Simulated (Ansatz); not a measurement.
**Si$_{2}$⁺, doublet: reading a ladder of total energies**

Geometry: that of the Si2, triplet, kept fixed. The quartet lies 0.9 eV lower here.

```xyz
2

Si    0.0000    0.0000    0.0000
Si    0.0000    0.0000    2.2547
```

Basis 6-31G; Ansatz 0.2.0. Only valence electrons are correlated (noble-gas cores frozen), which leaves 7 electrons in 16 orbitals. Prefix R: restricted or restricted open-shell reference.

Full CI is exact within this basis and frozen core; it isn't the basis-set limit.

The determinant fills πx and πy unequally, so it is a mixture of Σ and Δ, which weighs on every level built on one determinant.

The cluster runs stand on a determinant 0.36 eV above the lowest RHF solution, chosen by trial CCSD; the correlation energy below is counted from it.

Runs differ by some tens of microhartree through their thresholds and, for an open shell, their frozen cores, so steps under 0.03 kcal/mol mean nothing.

```tsv
level	total energy (hartree)
RHF determinant under the cluster runs	-577.371273
RMP2	-577.455208
RCCSD	-577.478343
RCCSD(T)	-577.481477
RCCSDT*	-577.483647
RCCSDT(Q)*	-577.485326
RCCSDTQ*	-577.485943
full CI	-577.486094
```

Question: What is the correlation energy at full CI, and what share of it do RMP2 and RCCSDTQ recover?

Answer: E(corr) = -577.486094 − (-577.371273) = -0.114821 hartree = -3.124 eV. RMP2: -0.083935 / -0.114821 = 73.10 %. RCCSDTQ: -0.114670 / -0.114821 = 99.87 %.

Question: By how many kcal/mol does RCCSD(T) miss full CI (1 hartree = 627.509 kcal/mol), and which steps make up the rest?

Answer: -577.481477 − (-577.486094) = 0.004617 hartree = 2.90 kcal/mol. Steps: RCCSDT − RCCSD(T) = -1.36, RCCSDT(Q) − RCCSDT = -1.05, RCCSDTQ − RCCSDT(Q) = -0.39, full CI − RCCSDTQ = -0.09 kcal/mol. With more than one leading determinant such errors change with state and geometry, and needn't cancel in differences.

An asterisk marks runs whose energy the program itself flagged as in doubt.
